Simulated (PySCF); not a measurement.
Species: phthalonitrile radical anion, C₈H₄N₂ (charge -1 and doublet state).
Numbering: `[N:1]#[C:2][c:3]1[cH:4][cH:5][cH:6][cH:7][c:8]1[C:9]#[N:10]` (hydrogens: H11 on C4; H12 on C5; H13 on C6; H14 on C7)

Theory: PySCF 2.14.0, PBE0-D3(BJ)/def2-SVP geometry optimisation, gas phase.

What internal coordinates does the optimisation give?

```
          bond  length (pm)
 N1≡C2, C9≡N10        117.2
  C2–C3, C8–C9        140.6
  C3–C4, C7–C8        141.9
  C4–C5, C6–C7        137.7
         C5–C6        143.4
         C3–C8        146.6
C4–H11, C7–H14        109.4
C5–H12, C6–H13        109.3
```

Bonds in one row agree within 1 pm and their mean is given. A selection of angles:
```
   angle  degrees
N1–C2–C3    178.3
C2–C3–C4    119.5
C2–C3–C8    122.7
C4–C3–C8    117.8
C3–C4–C5    122.7
C4–C5–C6    119.5
```

C5 (carbon bonded to 2 C and H) is planar (angles 120.4°, 120.1° and 119.5°, sum 360.0°, 0.00 Å off the plane of its three neighbours). The C–C distances run from 1.377 Å (C6–C7, aromatic) to 1.466 Å (C3–C8, aromatic), a spread of 0.089 Å. The 10 heavy atoms lie in one plane (0.001 Å rms). C3 (carbon bonded to 3 C) is planar (angles 122.7°, 119.5° and 117.8°, sum 360.0°, 0.00 Å off the plane of its three neighbours). C4 (carbon bonded to 2 C and H) is planar (angles 122.7°, 119.8° and 117.5°, sum 360.0°, 0.00 Å off the plane of its three neighbours).

Point group: C2v (every atom within 0.08 Å of its image). No PBE0-D3(BJ)/def2-SVP frequencies stand behind this structure, so it isn't proved a minimum. ⟨S²⟩ = 0.765 (exact for a doublet: 0.75). Whether the extra electron is bound in the gas phase wasn't checked; a finite basis holds it in any case.
